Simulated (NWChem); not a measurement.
System: Be

Parts of the log:

```
             Northwest Computational Chemistry Package (NWChem) 7.3.0
             --------------------------------------------------------

                             Geometry "geometry" -> ""
                             -------------------------

 Output coordinates in angstroms (scale by  1.889725989 to convert to a.u.)

  No.       Tag          Charge          X              Y              Z
 ---- ---------------- ---------- -------------- -------------- --------------
    1 Be                   4.0000     0.00000000     0.00000000     0.00000000

 Effective nuclear repulsion energy (a.u.)       0.0000000000

  xc_inp: hfexch multiplicative factor not found.
                              NWChem Property Module
                              ----------------------

  itol2e modified to match energy
  convergence criterion.

                                 NWChem DFT Module
                                 -----------------

 Summary of "ao basis" -> "ao basis" (spherical)
 ------------------------------------------------------------------------------
       Tag                 Description            Shells   Functions and Types
 ---------------- ------------------------------  ------  ---------------------
 Be                          6-31g*                  6       14   3s2p1d

  itol2e modified to match energy
  convergence criterion.

            General Information
            -------------------
          SCF calculation type: DFT
          Wavefunction type:  closed shell.
          No. of atoms     :     1
          No. of electrons :     4
           Alpha electrons :     2
            Beta electrons :     2
          Charge           :     0
          Spin multiplicity:     1
          Use of symmetry is: off; symmetry adaption is: off
          Maximum number of iterations: 150
          AO basis - number of functions:    14
                     number of shells:     6
          Convergence on energy requested:  1.00D-07
          Convergence on density requested:  1.00D-05
          Convergence on gradient requested:  5.00D-04

              XC Information
              --------------
                     Hartree-Fock (Exact) Exchange  1.000

      Superposition of Atomic Density Guess
      -------------------------------------

 Sum of atomic energies:         -14.56676403

      Non-variational initial energy
      ------------------------------

 Total energy =     -14.566764
 1-e energy   =     -19.117157
 2-e energy   =       4.550393
 HOMO         =      -0.301295
 LUMO         =       0.082435

   convergence    iter        energy       DeltaE   RMS-Dens  Diis-err
 ---------------- ----- ----------------- --------- --------- ---------
 d= 0,ls=0.0,diis     1    -14.5667640335 -1.46D+01  2.35D-08  9.74D-15
 d= 0,ls=0.0,diis     2    -14.5667640335  1.07D-14  6.63D-09  4.70D-16

         Total DFT energy =      -14.566764033507
      One electron energy =      -19.117156304246
           Coulomb energy =        7.232946363033
    Exchange-Corr. energy =       -2.682554092294
 Nuclear repulsion energy =        0.000000000000

 Numeric. integr. density =        0.000000000000

                       DFT Final Molecular Orbital Analysis
                       ------------------------------------

 Vector    1  Occ=2.000000D+00  E=-4.706891D+00
              MO Center=  3.4D-18,  2.0D-17, -1.7D-19, r^2= 6.5D-02
   Bfn.  Coefficient  Atom+Function         Bfn.  Coefficient  Atom+Function
  ----- ------------  ---------------      ----- ------------  ---------------
     1      0.997996  1 Be s

 Vector    2  Occ=2.000000D+00  E=-3.012954D-01
              MO Center= -2.2D-16, -1.3D-16, -2.7D-17, r^2= 2.1D+00
   Bfn.  Coefficient  Atom+Function         Bfn.  Coefficient  Atom+Function
  ----- ------------  ---------------      ----- ------------  ---------------
     6      0.760980  1 Be s                  2      0.288767  1 Be s
     1     -0.222660  1 Be s

 Vector    3  Occ=0.000000D+00  E= 8.243534D-02
              MO Center= -4.6D-17,  1.7D-16,  2.6D-17, r^2= 3.4D+00
   Bfn.  Coefficient  Atom+Function         Bfn.  Coefficient  Atom+Function
  ----- ------------  ---------------      ----- ------------  ---------------
     8      0.763955  1 Be py                 4      0.251059  1 Be py
     7     -0.205033  1 Be px                 9      0.142911  1 Be pz
     3     -0.067380  1 Be px                 5      0.046965  1 Be pz

 Vector    4  Occ=0.000000D+00  E= 8.243534D-02
              MO Center=  1.8D-16,  1.4D-17,  3.3D-17, r^2= 3.4D+00
   Bfn.  Coefficient  Atom+Function         Bfn.  Coefficient  Atom+Function
  ----- ------------  ---------------      ----- ------------  ---------------
     7      0.776905  1 Be px                 3      0.255314  1 Be px
     8      0.205585  1 Be py                 4      0.067561  1 Be py

 Vector    5  Occ=0.000000D+00  E= 8.243534D-02
              MO Center= -2.1D-18, -9.5D-18,  8.7D-17, r^2= 3.4D+00
   Bfn.  Coefficient  Atom+Function         Bfn.  Coefficient  Atom+Function
  ----- ------------  ---------------      ----- ------------  ---------------
     9      0.790836  1 Be pz                 5      0.259893  1 Be pz
     8     -0.142116  1 Be py                 4     -0.046704  1 Be py

          -----------------------------------------
          Chemical Shielding Tensors (GIAO, in ppm)
          -----------------------------------------

                                NWChem CPHF Module
                                ------------------

  scftype          =     RHF
  nclosed          =        2
  nopen            =        0
  variables        =       24
  # of vectors     =        3
  tolerance        = 0.10D-03
  level shift      = 0.00D+00
  max iterations   =       50
  max subspace     =       30

 SCF residual:    9.8843395343946658E-013

Iterative solution of linear equations
  No. of variables       24
  No. of equations        3
  Maximum subspace       30
        Iterations       50
       Convergence  1.0D-04

   iter   nsub   residual    time
   ----  ------  --------  ---------
     1      3    9.20D-17       0.1

      Atom:    1  Be
        Diamagnetic
    149.9731     -0.0000     -0.0000
     -0.0000    149.9731     -0.0000
     -0.0000     -0.0000    149.9731

        Paramagnetic
     -0.0000      0.0000     -0.0000
      0.0000     -0.0000     -0.0000
     -0.0000     -0.0000     -0.0000

        Total Shielding Tensor
    149.9731     -0.0000     -0.0000
     -0.0000    149.9731     -0.0000
     -0.0000     -0.0000    149.9731

           isotropic =     149.9731
          anisotropy =       0.0000

          Principal Components and Axis System
                 1           2           3
              149.9731    149.9731    149.9731

      1         1.0000     -0.0000     -0.0000
      2        -0.0000      1.0000     -0.0000
      3        -0.0000     -0.0000      1.0000
```

Level: Hartree-Fock/6-31G* (spherical d), GIAO. The printed shielding anisotropy is the first printed principal value minus the mean of the other two.

Question: Write an input that gives this output.

Answer: One answer among several that fit: the input that was run:
```
start job
memory heap 200 mb stack 900 mb global 1100 mb
geometry units angstroms noautosym nocenter noautoz
  Be     0.000000     0.000000     0.000000
end
basis spherical
  * library 6-31g*
end
dft
  xc hfexch
  iterations 150
end
property
  shielding
end
task dft property
```
